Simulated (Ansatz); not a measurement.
System: SiSe2 (Ibam, No. 72). Method: PBEsol in Ansatz (plane waves, PAW).

Settings: plane-wave cutoff 520 eV, 8×8×8 k mesh, Fermi–Dirac smearing 0.01 eV, scalar-relativistic PAW data made under PBE.

Cell (relaxed at this level):

```
Se2Si
1.0
   -3.14857     4.65263     2.92795
    3.14857    -4.65263     2.92795
    3.14857     4.65263    -2.92795
Si Se
2 4
Direct
  0.75000   0.75000   0.00000
  0.25000   0.25000   0.00000
  0.12822   0.20535   0.33356
  0.87178   0.79465   0.66644
  0.62822   0.29465   0.92287
  0.37178   0.70535   0.07713
```

Problem. Predict the band gap, smallest direct gap on the k points sampled and Γ–Γ gap.

Solution. 
- band gap: 1.65 eV (indirect)
- smallest direct gap on the k points sampled: 1.71 eV
- Γ–Γ gap: 3.24 eV

Spin–orbit coupling is not included.

Static lattice: no zero-point or thermal effects.

Ansatz is an electronic-structure program.
